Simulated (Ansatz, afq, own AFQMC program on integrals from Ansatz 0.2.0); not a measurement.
# V, quartet → V⁺, quintet

A free V atom.

E(quintet, charge +1) − E(quartet, charge +0) at this geometry, on UHF and UHF determinants.

Basis def2-SVP. Noble-gas cores (and the filled d shells of Ga–Kr and In–Xe) are frozen. Integrals, coupled cluster, full CI and functionals: Ansatz 0.2.0; the random walks run on the same integrals in our own AFQMC program. The CISD trial takes its coefficients from CCSD amplitudes. Released means that phaseless walkers are propagated on without the constraint, phases kept. Uncertainties: one standard error, sampling alone. The metal's outer-core s and p shells are frozen, which shifts wave-function levels against functionals. The errors of all members are added in quadrature.

Full CI on the same integrals is exact in this basis and with this determinant's frozen core.

Errors are counted within def2-SVP, not against nature.

Cautions: no relativity below Rb; outer-core shells of the metal frozen; V (quartet): the ph-AFQMC/CISD walk drifts between its halves (2.0 errors), CCSDTQ on the ROHF determinant differs (85 meV higher), by its state or its frozen core; V⁺ (quintet): the search met a lower determinant of the same kind, perhaps of another symmetry (363 meV lower), the released energies move by 1.5 errors or more from one time to the next, so no released level is given (meV from the phaseless value at times in 1/Eh: -5.5 ± 2.1 at 0.24, -4.4 ± 2.4 at 0.51, -9.1 ± 2.3 at 0.99, -19 ± 4 at 1.62, -7 ± 4 at 2.40), though the last usable value meets full CI within the noise.

Reference (full CI): 627.6 kJ/mol.

```tsv
level	vertical ionization energy (kJ/mol)	error against FCI (kJ/mol)
HF	583.3	-44.3
MP2	601.7	-25.9
CCSD	624.5	-3.1
CCSD(T)	626.5	-1.1
CCSDT	627.5	-0.1
CCSDT(Q)	627.6	0.0
ph-AFQMC/CISD	627.2 ± 0.4	-0.4 ± 0.4
```

Correlation beyond CCSD(T) adds 1.1 kJ/mol. The perturbative (T) step is worth +2.0 kJ/mol.

CCSDT and higher add their correlation energy to the determinant of the CCSD(T) run, since their own runs factorise the integrals more tightly (a shift of under 2 meV).
